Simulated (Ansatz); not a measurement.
**FH4Si with multiplicity 2: two geometries relaxed**

Are the two ends of the reaction (atom abstraction by a radical) separate minima, and which lies lower? Each is relaxed from a guess. Meant to form: H2–F6; to break: Si1–H2. The start is a guess near the saddle point, from which both ends are pulled out.

Method: UKS r2SCAN/def2-SVP, in Ansatz 0.2.0.

### Step 1. Starting point

Bond lengths: Si1–H3 1.460 Å, Si1–H4 1.459 Å, Si1–H5 1.459 Å. Angles: H3–Si1–H4 109.5°, H3–Si1–H5 109.5°, H4–Si1–H5 109.5°.

Structure file:

```xyz
6

Si    0.0000    0.0000    0.0000
H     0.0000    0.0000    1.7100
H     1.3768    0.0000   -0.4862
H    -0.6877    1.1914   -0.4862
H    -0.6877   -1.1914   -0.4862
F     0.0000    0.0000    2.9300
```

### Step 2. Pulling towards end A

Springs on the bonds that form and break draw the guess towards this end; the thresholds are loose.

Input file input.yaml:

```yaml
crystal:
  periodic: [false, false, false]
  atoms:
    - { symbol: Si, position_ang: [0.0, 0.0, 0.0] }
    - { symbol: H, position_ang: [0.0, 0.0, 1.71] }
    - { symbol: H, position_ang: [1.3768, 0.0, -0.4862] }
    - { symbol: H, position_ang: [-0.6877, 1.1914, -0.4862] }
    - { symbol: H, position_ang: [-0.6877, -1.1914, -0.4862] }
    - { symbol: F, position_ang: [0.0, 0.0, 2.93] }
magnetization:
  spin_polarized: true
  initial_magnetization: 1
basis:
  gaussian: { orbitals: def2-SVP }
hamiltonian:
  xc: r2scan
relax:
  f_tol: 0.15
  max_steps: 25
  restrain:
    - { distance: [1, 5], at: 2.12, k: 30.0 }
    - { distance: [0, 1], at: 1.46, k: 30.0 }
```

The run is started by

```bash
ansatz run input.yaml --threads 1 --pin off --max-ram 2048MiB --backend cpu --events-out ev --progress --plain --runs-dir out
```

The program printed (excerpt; [...] marks lines left out):

```text
Warning: RAYON_NUM_THREADS=1 ignored (pool sized by the plan → 1); use --threads N
[...]
Functional definition: r2SCAN
[...]
576 factors; their error is unknown
[...]
mean field -10650.21494115 eV, -391.3881801124 hartree, gradient 8.6e-5 eV, S^2 0.756207; 0 other end points of the search recorded, 0 dependent functions left out
[...]
reference -10650.21494911 eV, -391.3881804049 hartree; 14, 13 occupied and 38, 39 virtual orbitals, 576 factors
relax step   1: F+E_penalty+E_count = -10650.21494115 eV  Δ(F+E_penalty+E_count) = +0.000e0 eV  max|allowed force component| = 2.513e0 eV/Å  E_restraint = 13.08750000 eV  max|allowed force component, restraints' pulls added| = 3.199e1 eV/Å  Δτ_max = 0.0000 Å  (30 SCF iters, accepted)
[...]
relax step   4: F+E_penalty+E_count = -10649.33949608 eV  Δ(F+E_penalty+E_count) = -2.612e-3 eV  max|allowed force component| = 1.027e0 eV/Å  E_restraint = 0.00532906 eV  max|allowed force component, restraints' pulls added| = 2.448e-1 eV/Å  Δτ_max = 0.1958 Å  (47 SCF iters, accepted)
[...]
relax step   5: F+E_penalty+E_count = -10649.34299122 eV  Δ(F+E_penalty+E_count) = -3.495e-3 eV  max|allowed force component| = 8.720e-1 eV/Å  E_restraint = 0.00671352 eV  max|allowed force component, restraints' pulls added| = 1.362e-2 eV/Å  Δτ_max = 0.0151 Å  (84 SCF iters, accepted)
  distance H 1 - F 5 = 2.1077 Å
  distance Si 0 - H 1 = 1.4772 Å
576 factors; their error is unknown
[...]
mean field -10649.34299122 eV, -391.3561365434 hartree, gradient 6.7e-7 eV, S^2 0.752347; 5 other end points of the search recorded, 0 dependent functions left out
[...]
reference -10649.34299958 eV, -391.3561368506 hartree; 14, 13 occupied and 38, 39 virtual orbitals, 576 factors
Total energy: -10649.34299958 eV, -391.3561368506 hartree
Atom 0 at     0.000289    -0.000000    -0.076858 Å, force     0.000022     0.000000    -0.522430 eV/Å
Atom 1 at     0.000129    -0.000000     1.400339 Å, force    -0.000078    -0.000000     0.871955 eV/Å
Atom 2 at     1.413598     0.000000    -0.549876 Å, force     0.003481    -0.000000     0.005385 eV/Å
Atom 3 at    -0.706288     1.223913    -0.550110 Å, force    -0.001725     0.002981     0.005400 eV/Å
Atom 4 at    -0.706288    -1.223913    -0.550110 Å, force    -0.001725    -0.002981     0.005400 eV/Å
Atom 5 at    -0.000040     0.000000     3.508016 Å, force     0.000025     0.000000    -0.365712 eV/Å
Dipole moment:     0.000027     0.000000    -0.279904 e Å
```

Run time: 25 s. Hardware: 1 thread of Intel Xeon Platinum 8488C (Sapphire Rapids), shared host; peak memory 0.17 GiB.

The steps of the relaxation:

```
step  energy from step 1 (eV)  largest force component (eV/Å)
   1                   0.0000                          2.5132
   2                   0.5586                          1.1866
   3                   0.8781                          2.3797
   4                   0.8754                          1.0271
   5                   0.8720                          0.8720
```

Step 1 is the start. Energies and forces in the table leave out the springs, which the log lists apart; the run stops on the force with the springs' pull added.

After: Bond lengths: Si1–H2 1.477 Å, Si1–H3 1.490 Å, Si1–H4 1.490 Å, Si1–H5 1.490 Å. Angles: H2–Si1–H3 108.5°, H2–Si1–H4 108.5°, H2–Si1–H5 108.5°, H3–Si1–H4 110.4°, H3–Si1–H5 110.4°, H4–Si1–H5 110.4°.

Pairs that crossed the distance rule for bonds on the way: came closer Si1–H2.

### Step 3. Relaxing end A

It starts where the restrained run ended.

Input file input.yaml:

```yaml
crystal:
  periodic: [false, false, false]
  atoms:
    - { symbol: Si, position_ang: [0.000289, 0.0, -0.076858] }
    - { symbol: H, position_ang: [0.000129, 0.0, 1.400339] }
    - { symbol: H, position_ang: [1.413598, 0.0, -0.549876] }
    - { symbol: H, position_ang: [-0.706288, 1.223913, -0.55011] }
    - { symbol: H, position_ang: [-0.706288, -1.223913, -0.55011] }
    - { symbol: F, position_ang: [-4.0e-05, 0.0, 3.508016] }
magnetization:
  spin_polarized: true
  initial_magnetization: 1
basis:
  gaussian: { orbitals: def2-SVP }
hamiltonian:
  xc: r2scan
relax:
  f_tol: 0.03
  max_steps: 50
```

The run is started by

```bash
ansatz run input.yaml --threads 1 --pin off --max-ram 2048MiB --backend cpu --events-out ev --progress --plain --runs-dir out
```

The program printed (excerpt; [...] marks lines left out):

```text
Warning: RAYON_NUM_THREADS=1 ignored (pool sized by the plan → 1); use --threads N
[...]
Functional definition: r2SCAN
[...]
576 factors; their error is unknown
[...]
mean field -10649.34299160 eV, -391.3561365573 hartree, gradient 5.1e-6 eV, S^2 0.752347; 2 other end points of the search recorded, 0 dependent functions left out
[...]
reference -10649.34299996 eV, -391.3561368644 hartree; 14, 13 occupied and 38, 39 virtual orbitals, 576 factors
relax step   1: F+E_penalty+E_count = -10649.34299160 eV  Δ(F+E_penalty+E_count) = +0.000e0 eV  max|allowed force component| = 8.719e-1 eV/Å  Δτ_max = 0.0000 Å  (74 SCF iters, accepted)
[...]
relax step   4: F+E_penalty+E_count = -10649.75520940 eV  Δ(F+E_penalty+E_count) = -2.401e-1 eV  max|allowed force component| = 1.277e0 eV/Å  Δτ_max = 0.1950 Å  (39 SCF iters, accepted)
[...]
576 factors; their error is unknown
[...]
mean field -10651.03409461 eV, -391.4182834468 hartree, gradient 2.7e-5 eV, S^2 0.754480; 1 other end points of the search recorded, 0 dependent functions left out
[...]
reference -10651.03410347 eV, -391.4182837722 hartree; 14, 13 occupied and 38, 39 virtual orbitals, 576 factors
Total energy: -10651.03410347 eV, -391.4182837722 hartree
Atom 0 at    -0.001485     0.000000    -0.284001 Å, force     0.001045     0.000000    -0.002287 eV/Å
Atom 1 at    -0.001606     0.000005     2.289197 Å, force    -0.000947     0.000000     0.003193 eV/Å
Atom 2 at     1.435413    -0.000000    -0.675716 Å, force    -0.001522    -0.000000    -0.000890 eV/Å
Atom 3 at    -0.717500     1.243021    -0.684331 Å, force     0.000459    -0.000913    -0.000584 eV/Å
Atom 4 at    -0.717500    -1.243022    -0.684329 Å, force     0.000459     0.000914    -0.000583 eV/Å
Atom 5 at     0.004078    -0.000005     3.220582 Å, force     0.000506    -0.000000     0.001152 eV/Å
Dipole moment:    -0.002173     0.000003    -0.525274 e Å
```

Wall time 33 s (1 thread of Intel Xeon Platinum 8488C (Sapphire Rapids), shared host); peak memory 0.17 GiB.

Step by step:

```
step  energy from step 1 (eV)  largest force component (eV/Å)
   1                   0.0000                          0.8719
   2                  -0.0667                          0.6906
   3                  -0.1721                          0.8691
   4                  -0.4122                          1.2766
   5                  -0.9239                          2.6675
  6x                  -0.6167                         12.4249
   7                  -1.3054                          2.7079
   8                  -1.4978                          2.0216
   9                  -1.6354                          0.5244
  10                  -1.6573                          0.4298
  11                  -1.6723                          1.3053
  12                  -1.6891                          0.4231
  13                  -1.6901                          0.1173
  14                  -1.6905                          0.1650
  15                  -1.6911                          0.0032
```

Step 1 is the start. 1 step was tried and not accepted (marked x).

After: Bond lengths: Si1–H3 1.489 Å, Si1–H4 1.489 Å, Si1–H5 1.489 Å, H2–F6 0.931 Å. Angles: H3–Si1–H4 113.2°, H3–Si1–H5 113.2°, H4–Si1–H5 113.2°.

Pairs that crossed the distance rule for bonds on the way: came closer H2–F6; moved apart Si1–H2.

### Step 4. Pulling towards end B

Springs on the bonds that form and break draw the guess towards this end; the thresholds are loose.

Input file input.yaml:

```yaml
crystal:
  periodic: [false, false, false]
  atoms:
    - { symbol: Si, position_ang: [0.0, 0.0, 0.0] }
    - { symbol: H, position_ang: [0.0, 0.0, 1.71] }
    - { symbol: H, position_ang: [1.3768, 0.0, -0.4862] }
    - { symbol: H, position_ang: [-0.6877, 1.1914, -0.4862] }
    - { symbol: H, position_ang: [-0.6877, -1.1914, -0.4862] }
    - { symbol: F, position_ang: [0.0, 0.0, 2.93] }
magnetization:
  spin_polarized: true
  initial_magnetization: 1
basis:
  gaussian: { orbitals: def2-SVP }
hamiltonian:
  xc: r2scan
relax:
  f_tol: 0.15
  max_steps: 25
  restrain:
    - { distance: [1, 5], at: 0.92, k: 30.0 }
    - { distance: [0, 1], at: 2.66, k: 30.0 }
```

The run is started by

```bash
ansatz run input.yaml --threads 1 --pin off --max-ram 2048MiB --backend cpu --events-out ev --progress --plain --runs-dir out
```

The program printed (excerpt; [...] marks lines left out):

```text
Warning: RAYON_NUM_THREADS=1 ignored (pool sized by the plan → 1); use --threads N
[...]
Functional definition: r2SCAN
[...]
576 factors; their error is unknown
[...]
mean field -10650.21494115 eV, -391.3881801124 hartree, gradient 8.6e-5 eV, S^2 0.756207; 0 other end points of the search recorded, 0 dependent functions left out
[...]
reference -10650.21494911 eV, -391.3881804049 hartree; 14, 13 occupied and 38, 39 virtual orbitals, 576 factors
relax step   1: F+E_penalty+E_count = -10650.21494115 eV  Δ(F+E_penalty+E_count) = +0.000e0 eV  max|allowed force component| = 2.513e0 eV/Å  E_restraint = 14.88750000 eV  max|allowed force component, restraints' pulls added| = 4.001e1 eV/Å  Δτ_max = 0.0000 Å  (30 SCF iters, accepted)
[...]
  distance H 1 - F 5 = 0.9266 Å
  distance Si 0 - H 1 = 2.6591 Å
576 factors; their error is unknown
mean field -10651.03318792 eV, -391.4182501265 hartree, gradient 1.3e-5 eV, S^2 0.754495; 1 other end points of the search recorded, 0 dependent functions left out
[...]
reference -10651.03319682 eV, -391.4182504536 hartree; 14, 13 occupied and 38, 39 virtual orbitals, 576 factors
Total energy: -10651.03319682 eV, -391.4182504536 hartree
Atom 0 at     0.000394     0.000000    -0.311909 Å, force    -0.000563     0.000000     0.003782 eV/Å
Atom 1 at     0.001093    -0.000000     2.347148 Å, force     0.000430    -0.000000    -0.197514 eV/Å
Atom 2 at     1.437334     0.000000    -0.709350 Å, force    -0.028971     0.000000     0.002776 eV/Å
Atom 3 at    -0.718175     1.244478    -0.709121 Å, force     0.014822    -0.025595     0.003227 eV/Å
Atom 4 at    -0.718175    -1.244478    -0.709121 Å, force     0.014822     0.025595     0.003227 eV/Å
Atom 5 at    -0.001070     0.000000     3.273753 Å, force    -0.000541    -0.000000     0.184503 eV/Å
Dipole moment:     0.000782     0.000000    -0.519882 e Å
```

Wall time 15 s (1 thread of Intel Xeon Platinum 8488C (Sapphire Rapids), shared host); peak memory 0.17 GiB.

The steps of the relaxation:

```
step  energy from step 1 (eV)  largest force component (eV/Å)
   1                   0.0000                          2.5132
   2                  -0.5493                          2.6306
   3                  -0.3806                          6.9009
   4                  -0.6983                          0.6048
   5                  -0.8026                          0.2795
   6                  -0.8137                          0.2331
   7                  -0.8182                          0.1975
```

Step 1 is the start. Energies and forces in the table leave out the springs, which the log lists apart; the run stops on the force with the springs' pull added.

After: Bond lengths: Si1–H3 1.491 Å, Si1–H4 1.491 Å, Si1–H5 1.491 Å, H2–F6 0.927 Å. Angles: H3–Si1–H4 113.2°, H3–Si1–H5 113.2°, H4–Si1–H5 113.2°.

Pairs that crossed the distance rule for bonds on the way: came closer H2–F6.

### Step 5. End point B

It starts where the restrained run ended.

Input file input.yaml:

```yaml
crystal:
  periodic: [false, false, false]
  atoms:
    - { symbol: Si, position_ang: [0.000394, 0.0, -0.311909] }
    - { symbol: H, position_ang: [0.001093, 0.0, 2.347148] }
    - { symbol: H, position_ang: [1.437334, 0.0, -0.70935] }
    - { symbol: H, position_ang: [-0.718175, 1.244478, -0.709121] }
    - { symbol: H, position_ang: [-0.718175, -1.244478, -0.709121] }
    - { symbol: F, position_ang: [-0.00107, 0.0, 3.273753] }
magnetization:
  spin_polarized: true
  initial_magnetization: 1
basis:
  gaussian: { orbitals: def2-SVP }
hamiltonian:
  xc: r2scan
relax:
  f_tol: 0.03
  max_steps: 50
```

The run is started by

```bash
ansatz run input.yaml --threads 1 --pin off --max-ram 2048MiB --backend cpu --events-out ev --progress --plain --runs-dir out
```

The program printed (excerpt; [...] marks lines left out):

```text
Warning: RAYON_NUM_THREADS=1 ignored (pool sized by the plan → 1); use --threads N
[...]
Functional definition: r2SCAN
[...]
576 factors; their error is unknown
[...]
mean field -10651.03318795 eV, -391.4182501275 hartree, gradient 1.8e-5 eV, S^2 0.754495; 0 other end points of the search recorded, 0 dependent functions left out
[...]
reference -10651.03319685 eV, -391.4182504546 hartree; 14, 13 occupied and 38, 39 virtual orbitals, 576 factors
relax step   1: F+E_penalty+E_count = -10651.03318795 eV  Δ(F+E_penalty+E_count) = +0.000e0 eV  max|allowed force component| = 1.975e-1 eV/Å  Δτ_max = 0.0000 Å  (29 SCF iters, accepted)
[...]
relax step   3: F+E_penalty+E_count = -10651.03400757 eV  Δ(F+E_penalty+E_count) = -1.242e-4 eV  max|allowed force component| = 1.121e-1 eV/Å  Δτ_max = 0.0209 Å  (34 SCF iters, accepted)
[...]
relax step   4: F+E_penalty+E_count = -10651.03412900 eV  Δ(F+E_penalty+E_count) = -1.214e-4 eV  max|allowed force component| = 7.108e-3 eV/Å  Δτ_max = 0.0057 Å  (25 SCF iters, accepted)
576 factors; their error is unknown
mean field -10651.03412900 eV, -391.4182847104 hartree, gradient 5.6e-6 eV, S^2 0.754466; 1 other end points of the search recorded, 0 dependent functions left out
[...]
reference -10651.03413787 eV, -391.4182850364 hartree; 14, 13 occupied and 38, 39 virtual orbitals, 576 factors
Total energy: -10651.03413787 eV, -391.4182850364 hartree
Atom 0 at     0.000443    -0.000000    -0.288994 Å, force     0.000064     0.000000    -0.007108 eV/Å
Atom 1 at     0.002025     0.000000     2.301697 Å, force    -0.000001    -0.000000     0.002850 eV/Å
Atom 2 at     1.435454    -0.000000    -0.688549 Å, force    -0.004208    -0.000000     0.002120 eV/Å
Atom 3 at    -0.717270     1.242876    -0.687784 Å, force     0.002157    -0.003779     0.002570 eV/Å
Atom 4 at    -0.717270    -1.242876    -0.687784 Å, force     0.002157     0.003779     0.002570 eV/Å
Atom 5 at    -0.001981     0.000000     3.232815 Å, force    -0.000168    -0.000000    -0.003003 eV/Å
Dipole moment:     0.001386     0.000000    -0.524058 e Å
```

Run time: 11 s. Hardware: 1 thread of Intel Xeon Platinum 8488C (Sapphire Rapids), shared host; peak memory 0.16 GiB.

Relaxation path:

```
step  energy from step 1 (eV)  largest force component (eV/Å)
   1                   0.0000                          0.1975
   2                  -0.0007                          0.1275
   3                  -0.0008                          0.1121
   4                  -0.0009                          0.0071
```

Step 1 is the start.

After: Bond lengths: Si1–H3 1.490 Å, Si1–H4 1.490 Å, Si1–H5 1.490 Å, H2–F6 0.931 Å. Angles: H3–Si1–H4 113.1°, H3–Si1–H5 113.1°, H4–Si1–H5 113.1°.

### Step 6. Results

```
                           quantity                     value
                              end A  13 moves, 1.691 eV lower
                              end B   3 moves, 0.001 eV lower
largest difference between the ends                    0.01 Å
            end B relative to end A                 -0.000 eV
```

What this shows: Both starts fell into the same minimum (no atom differs by more than 0.01 Å), so from this start no second minimum was found and no band was run; another arrangement could still be one.
